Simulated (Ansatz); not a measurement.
Relaxed structures of CH$_{3}$SSi (charge -1), closed shell (PBE0-D4/def2-TZVPD; forces vanish, vibrations not checked; lower isomers may exist, and structures with a doubtful reference or unclear bonds are left out; Å). Computed with Ansatz 0.2.0 (basis: def2-TZVPPD); correlated methods freeze the cores.

(1) Rank them by CCSD(T) energy, lowest first, and give each one's height above the lowest. Links in brackets join atoms within 1.22 times the sum of their covalent radii (1.1 for two metals). (Judge from chemistry; the value comes from the calculation.)
A.
CH₃SSi ([CH2]1[SiH][S]1), total charge -1
```
6
angstrom
C -0.3072 0.8000 -0.7099
Si 0.6028 -0.2410 0.6260
S 1.1767 1.7482 -0.2368
H -0.2817 0.4606 -1.7447
H -1.2391 1.3087 -0.4662
H -0.2289 0.2950 1.8194
```
B.
CH₃SSi ([SiH][CH][SH]), total charge -1
```
6
angstrom
C -0.4027 -0.3520 -0.1288
Si 0.2995 -1.1987 1.2523
S -0.2604 1.3593 -0.5626
H -1.1439 -0.8667 -0.7442
H 0.2350 1.2935 -1.8227
H 1.1937 -0.0572 1.7912
```
C.
CH₃SSi ([CH2][SiH][S]), total charge -1
```
6
angstrom
C -0.2628 0.5790 -0.7549
Si 0.1962 -0.4320 0.5648
S 0.8005 -2.3476 0.6887
H -0.2814 0.2639 -1.7936
H -0.5586 1.6080 -0.5639
H 0.1062 0.3289 1.8588
```

T1 diagnostic: at most 0.017. The restricted Hartree–Fock reference is unstable towards an unrestricted one at one or more of these structures.

Results:

(1) Computed: C (0.0 kJ/mol), A (82.4 kJ/mol), B (211.6 kJ/mol). Heights count from the lowest.

For scale, one of the runs: CCSD(T)/def2-TZVPPD, 187 basis functions, launched by `ansatz run in.yaml --threads 2 --pin off --events-out ev --progress --plain --max-ram 4352MiB`. Time: 30 s of wall clock on 2 CPU threads of an Arm Neoverse V2; the host was shared. Peak host memory: 1.8 GiB.
